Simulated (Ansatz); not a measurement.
System: CH6N (charge +1, singlet). It need not be the lowest isomer of its formula. 
Geometry from a B3LYP-D3(BJ)/def2-TZVP (Ansatz, a quantum-chemistry and plane-wave program) optimisation:
```xyz
8

C      0.0263     0.8002    -0.0016
N     -0.0233    -0.7102     0.0014
H     -0.9936     1.1737    -0.0028
H     -0.5121    -1.0660     0.8274
H     -0.5115    -1.0693    -0.8234
H      0.5526     1.1248     0.8913
H      0.5533     1.1211    -0.8954
H      0.9170    -1.1145     0.0026
```
Charge +1, spin multiplicity 1.

Basis-set convergence of Hartree-Fock and MP2 correlation energies (hartree) with Ansatz. Valence correlation only, unless marked. No spin-orbit coupling. No relativistic terms.

| basis | functions | E(HF) | E(corr, MP2) |
|---|---|---|---|
| cc-pVDZ | - | -95.58761 | -0.32272 |
| cc-pVTZ | 144 | (withheld) | (withheld) |

Q: What belongs in the gaps?

A: 
- cc-pVTZ, E(HF): -95.61783
- cc-pVTZ, E(corr, MP2): -0.39732
